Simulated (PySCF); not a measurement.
# C4H5NO (2-Methyloxazole): the cost of one run

The runs use PySCF 2.14.0, with density-fitted response routines of our own; the level of theory stands in each step. All values are computed, except where a source is named. Atoms are numbered from 0 throughout.

## 1. The starting structure

11 atoms, charge 0, multiplicity 1; geometry from: MMFF94s. The atoms were then displaced at random by about 0.03 Å, so the start is not that level's minimum.

Bonds of the start (Å): C0–C1 1.40, C1–N2 1.28, N2–C3 1.52, C3–C4 1.38, C4–O5 1.37, O5–C1 1.39, C0–H6 1.05, C0–H7 1.17, C0–H8 1.09, C3–H9 1.01, C4–H10 1.05.

## 2. Geometry optimisation at PBE0-D3(BJ)/def2-SVP

What the job is given:

```
{"job": {"xc": "PBE0", "basis": "def2-SVP", "d3": "d3bj", "grid": 1, "shake": 0.03, "kind": "geom"}, "charge": 0, "multiplicity": 1}
C     -1.767910    -0.134390     0.233640
C     -0.376290    -0.113660     0.093660
N      0.428240    -0.993700     0.555230
C      1.811370    -0.519900     0.153520
C      1.545610     0.608600    -0.589800
O      0.212120     0.930530    -0.614960
H     -2.164900    -0.915930     0.802990
H     -2.099300     0.877070     0.708950
H     -2.301400    -0.076130    -0.709620
H      2.620180    -1.054000     0.434090
H      2.190350     1.306000    -1.036770
```

Launch:

```console
$ OMP_NUM_THREADS=1 python probes_run.py task.json out
```

One launch serves the whole session: the jobs run in the order shown.

**Question.** How long does this first job take on 1 thread of Arm Neoverse V2, shared host, and how much memory does it need?

About 32 s, with a peak of 0.44 GiB.
